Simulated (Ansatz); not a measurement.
Input for Ansatz (development build ahead of 0.2.0):

```yaml
crystal:
  periodic: [false, false, false]
  atoms:
    - { symbol: B, position_ang: [0.0, 0.0, -0.87684] }
    - { symbol: F, position_ang: [0.0, 0.0, 0.48713] }
basis:
  gaussian: { orbitals: cc-pVDZ }
hamiltonian:
  xc: hf
correlation:
  method: mp2
  frozen_orbitals: { B: 1, F: 1 }
```

The input is written out in the form of the current development build from the run's settings.

The run gave:

```yaml
Converged: yes
Reference_energy: -124.10114 hartree
Correlation_energy: -0.25274 hartree
Total_energy: -124.35389 hartree
Spin_squared_of_the_determinant: 0.000
```
